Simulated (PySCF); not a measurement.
## Where the electron goes

Carbonyl fluoride, CF2O.
Cartesian coordinates in Å at the PBE0-D3(BJ)/def2-SVP level; atoms count from 1:
```xyz
4
CF2O angstrom
O     -0.347    1.057    0.794
C     -0.063    0.028    0.312
F      0.944   -0.731    0.657
F     -0.699   -0.563   -0.665
```

Computed with PySCF, TDDFT CAM-B3LYP/def2-SVPD, vertical, gas phase, core orbitals frozen in the response.

Frontier orbitals with the atoms that hold most of them (Löwdin shares over 4%, at most four atoms; ? is withheld):

```csv
orbital,ε (eV),atoms
LUMO+2,2.92,"O1 40%, F4 30%, F3 30%"
LUMO+1,0.73,"C2 59%, F3 14%, F4 14%, O1 12%"
LUMO,0.56,"C2 43%, O1 33%, F3 12%, F4 12%"
HOMO,-12.07,?
HOMO-1,-13.25,?
HOMO-2,-15.07,"F3 46%, F4 46%, C2 4%"
HOMO-3,-15.37,"O1 48%, F4 20%, F3 20%, C2 11%"
```

Problem. Give the leading atoms of the HOMO.

Solution. O1 (bonded to C) 72%; F4 (bonded to C) 10%; F3 (bonded to C) 10%; C2 (bonded to 2 F and O) 8%. By element: oxygen 72%, fluorine 19%, carbon 8%.

Problem. Which atoms hold the HOMO-1, and with what shares?

Solution. O1 (bonded to C) 56%; C2 (bonded to 2 F and O) 18%; F4 (bonded to C) 13%; F3 (bonded to C) 13%. By element: oxygen 56%, fluorine 26%, carbon 18%.

Problem. How does S1 compare with the orbital gap of 12.63 eV?

Solution. S1 is at 7.10 eV (f = 0.0000), 5.53 eV below the gap, made of HOMO→LUMO (99%). 

Problem. Give energy, strength and leading configuration of S1, S2, S3, S4 and S5, and follow the Löwdin shares of the leading atoms from the occupied to the empty orbital.

Solution. 
- S1 (7.10 eV, f 0.0000), HOMO→LUMO (99%): O1 72% → 33%, F4 10% → 12%, C2 8% → 43%
- S2 (9.23 eV, f 0.031), HOMO→LUMO+1 (94%): O1 72% → 12%, F4 10% → 14%, C2 8% → 59%, F3 10% → 14%
- S3 (10.14 eV, f 0.181), HOMO-1→LUMO (87%): O1 56% → 33%, C2 18% → 43%
- S4 (10.33 eV, f 0.0074), HOMO-1→LUMO+1 (94%): O1 56% → 12%, C2 18% → 59%, F3 13% → 14%
- S5 (10.64 eV, f 0.0000), HOMO-2→LUMO (99%): F3 46% → 12%, F4 46% → 12%, C2 4% → 43%, O1 at most 4% → 33%
